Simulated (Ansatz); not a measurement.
**BH3 (singlet): the correlation ladder at distance B1–H2 = 1.194 Å, cc-pVDZ**

An exercise on one series of results from a longer session: the logs are not shown, and one member is left open.

Program: Ansatz 0.2.0, Gaussian basis. Level of theory: cc-pVDZ, core rule «outside noble gas», up to 1 orbitals frozen. These are calculated values, not measurements.

The runs, in order: UHF; CCSD(T) on RHF; BCCD(T) on RHF; CISD; CCSDT(Q) on RHF; CCSDTQ on RHF; CASSCF and MRCISD+Q, 2 electrons in 2 orbitals; CASSCF and NEVPT2, 2 electrons in 2 orbitals; CASSCF and MRCISD+Q, 6 electrons in 7 orbitals; CASSCF and NEVPT2, 6 electrons in 7 orbitals; Full CI.

18 further runs of the same task are left out: 4 for a known fault of the program, 10 that didn't finish, 4 set aside as unsound or not needed.

**The system**

The geometry derives from a PBE0/def2-TZVP stationary point (not a proven minimum). One bond is set to the value named and the two fragments are kept rigid.

4 atoms, charge 0, spin multiplicity 1.

Atoms are counted from 1 here; the program's logs count them from 0.

Bond lengths: B1–H2 1.193 Å, B1–H3 1.193 Å, B1–H4 1.193 Å. Angles: H2–B1–H3 120.0°, H2–B1–H4 120.0°, H3–B1–H4 120.0°.

The first run:

in.yaml

```yaml
crystal:
  periodic: [false, false, false]
  atoms:
    - {symbol: B, position_ang: [0.000000, 0.000000, 0.000000]}
    - {symbol: H, position_ang: [1.193377, 0.014556, -0.000258]}
    - {symbol: H, position_ang: [-0.609294, 1.026213, -0.002837]}
    - {symbol: H, position_ang: [-0.584082, -1.040768, 0.003095]}
basis:
  gaussian: {orbitals: cc-pVDZ}
magnetization: {spin_polarized: true, initial_magnetization: 0}
hamiltonian: {xc: hf}
output: {orbitals: {seedname: orbitals}}
```

The run is started by

```
> ansatz run in.yaml --threads 1 --pin off --events-out ev --progress --plain --max-ram 2393MiB
```

Steps of the session up to this table: UHF; CCSD(T) on RHF; BCCD(T) on RHF; CISD; CCSDT(Q) on RHF; CCSDTQ on RHF; CASSCF and MRCISD+Q, 2 electrons in 2 orbitals; CASSCF and NEVPT2, 2 electrons in 2 orbitals; CASSCF and MRCISD+Q, 6 electrons in 7 orbitals; CASSCF and NEVPT2, 6 electrons in 7 orbitals; Full CI.

One of the session's tables, all rows but one given; the rest of the session is left out.

| method | from FCI (kcal/mol) |
| --- | --- |
| RHF | +74.07 |
| RMP2 | +16.29 |
| CISD | +3.40 |
| RCCSD | +1.20 |
| RCCSD(T) | +0.25 |
| BCCD(T) | +0.25 |
| RCCSDT | ? |
| RCCSDT(Q) | 0.00 |
| RCCSDTQ | 0.00 |
| CASSCF pair | +65.81 |
| NEVPT2 pair | +16.51 |
| MRCISD pair | +2.72 |
| MRCISD+Q pair | -0.44 |
| CASSCF valence | +43.85 |
| NEVPT2 valence | +13.20 |
| MRCISD valence | +1.35 |
| MRCISD+Q valence | -0.02 |
| FCI | 0 |

**Question.** Estimate the row for RCCSDT.

The run gave: from FCI (kcal/mol): +0.03. In the column «from FCI (kcal/mol)» it lies between FCI (0) and RCCSD(T) (+0.25).

Among the levels timed on like hardware and quicker than the yardstick, those that no quicker one beats, quickest first: RCCSD(T) (0.12 s, +0.25 kcal/mol); RCCSDT(Q) (0.42 s, 0.00 kcal/mol); RCCSDTQ (4.1 s, 0.00 kcal/mol). Runs this short are mostly start-up, so their order is noise.

Limits of these values: The yardstick is full CI for this spin, exact in this basis with these frozen cores. MRCISD+Q pair falls below full CI: the +Q correction isn't variational, and the cores differ from full CI's. Of the multireference levels listed MRCISD+Q valence comes nearest in total energy (-0.02 kcal/mol), which doesn't show that its space is the better one.
